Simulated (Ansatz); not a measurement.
# AlFH4S: the cost of one run

All numbers below are computed with Ansatz 0.2.0 (RKS B3LYP/def2-SVP).

## (1) Starting point

Bond lengths: Al1–F2 2.040 Å, Al1–H3 1.560 Å, Al1–H4 1.560 Å, Al1–S5 2.560 Å, S5–H6 1.400 Å. Angles: F2–Al1–H3 120.0°, F2–Al1–H4 120.0°, F2–Al1–S5 71.6°, H3–Al1–H4 120.0°, H3–Al1–S5 97.0°, H4–Al1–S5 101.2°, Al1–S5–H6 109.5°.

Structure file:

```xyz
7

Al    0.0000    0.0000    0.0000
F     0.0000    0.0000    2.0400
H     1.3510    0.0000   -0.7800
H    -1.3510    0.0000   -0.7800
S     0.1070   -2.4270    0.8072
H    -0.6505   -3.2374   -0.0469
H     0.0529   -1.1996    1.9334
```

## (2) Pulling towards end A

Springs on the bonds that form and break draw the guess towards this end; the thresholds are loose.

Contents of input.yaml:

```yaml
crystal:
  periodic: [false, false, false]
  atoms:
    - { symbol: Al, position_ang: [0.0, 0.0, 0.0] }
    - { symbol: F, position_ang: [0.0, 0.0, 2.04] }
    - { symbol: H, position_ang: [1.351, 0.0, -0.78] }
    - { symbol: H, position_ang: [-1.351, 0.0, -0.78] }
    - { symbol: S, position_ang: [0.107, -2.427, 0.8072] }
    - { symbol: H, position_ang: [-0.6505, -3.2374, -0.0469] }
    - { symbol: H, position_ang: [0.0529, -1.1996, 1.9334] }
basis:
  gaussian: { orbitals: def2-SVP }
hamiltonian:
  xc: b3lyp
relax:
  f_tol: 0.15
  max_steps: 25
  restrain:
    - { distance: [0, 4], at: 3.46, k: 30.0 }
    - { distance: [6, 1], at: 2.12, k: 30.0 }
    - { distance: [0, 1], at: 1.69, k: 30.0 }
    - { distance: [6, 4], at: 1.4, k: 30.0 }
```

Run with:

```console
$ ansatz run input.yaml --threads 2 --pin off --max-ram 3072MiB --backend cpu --events-out ev --progress --plain --runs-dir out
```

What time and memory should one allow on 2 threads of Arm Neoverse V1, shared host?

About 12 s, with a peak of 0.14 GiB.
